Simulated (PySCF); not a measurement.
Vertical excitation energies

C4H10N2.
InChI=1S/C4H10N2/c1-6-4-2-3-5-6/h5H,2-4H2,1H3

Level of theory: TDDFT B3LYP/def2-SVPD, vertical, gas phase, core orbitals frozen in the response in PySCF 2.14.0, density-fitted response routines. Geometry: GFN2-xTB, one conformer, isolated molecule.

```json
{"state": "S1", "E (eV)": "5.55", "λ (nm)": "223.4", "ν̃ (cm⁻¹)": "44760", "f": "0.015", "main configurations (H = HOMO, L = LUMO)": "H→L (98%)"}
{"state": "S2", "E (eV)": "6.01", "λ (nm)": "206.3", "ν̃ (cm⁻¹)": "48470", "f": "0.012", "main configurations (H = HOMO, L = LUMO)": "H-1→L (96%)"}
{"state": "S3", "E (eV)": "6.34", "λ (nm)": "195.6", "ν̃ (cm⁻¹)": "51110", "f": "0.0001", "main configurations (H = HOMO, L = LUMO)": "H→L+1 (98%)"}
{"state": "S4", "E (eV)": "6.59", "λ (nm)": "188.3", "ν̃ (cm⁻¹)": "53110", "f": "0.014", "main configurations (H = HOMO, L = LUMO)": "H→L+2 (97%)"}
{"state": "S5", "E (eV)": "6.75", "λ (nm)": "183.7", "ν̃ (cm⁻¹)": "54440", "f": "0.0083", "main configurations (H = HOMO, L = LUMO)": "H→L+3 (98%)"}
{"state": "S6", "E (eV)": "6.81", "λ (nm)": "182.1", "ν̃ (cm⁻¹)": "54900", "f": "0.015", "main configurations (H = HOMO, L = LUMO)": "H-1→L+1 (96%)"}
{"state": "S7", "E (eV)": "7.07", "λ (nm)": "175.4", "ν̃ (cm⁻¹)": "57010", "f": "0.011", "main configurations (H = HOMO, L = LUMO)": "H-1→L+2 (97%)"}
{"state": "S8", "E (eV)": "7.26", "λ (nm)": "170.8", "ν̃ (cm⁻¹)": "58540", "f": "0.015", "main configurations (H = HOMO, L = LUMO)": "H-1→L+3 (64%), H→L+4 (30%)"}
```

Triplets (Tamm–Dancoff): T1 5.48 eV, H→L (97%); T2 5.86 eV, H-1→L (90%); T3 6.23 eV, H→L+1 (97%).

The lowest singlet lies at 5.55 eV (223 nm, ultraviolet) and is weak; its leading configuration is HOMO→LUMO (98%). The largest oscillator strength of a single state is 0.015. Löwdin shares by element: HOMO nitrogen 65%, carbon 14% or more (atoms not listed hold the other 20%); LUMO carbon 44% (atoms not listed hold the other 56%). Of the 8 states listed, 6 reach f = 0.01 and 1 stays under 0.0005. The oscillator strengths of these states sum to 0.090; summed over the whole spectrum of an exact calculation they would give the number of electrons, 48 (Thomas–Reiche–Kuhn). Orbital energies (eV): HOMO-3 -9.65, HOMO-2 -9.13, HOMO-1 -6.66, HOMO -6.17, LUMO 0.31, LUMO+1 1.10, LUMO+2 1.23. No computed singlet lies in the visible range (380 to 750 nm); the lowest, at 223 nm, stands 2.29 eV above its violet end (3.26 eV). Only the lowest 8 singlets were computed, as vertical energies without vibronic structure.
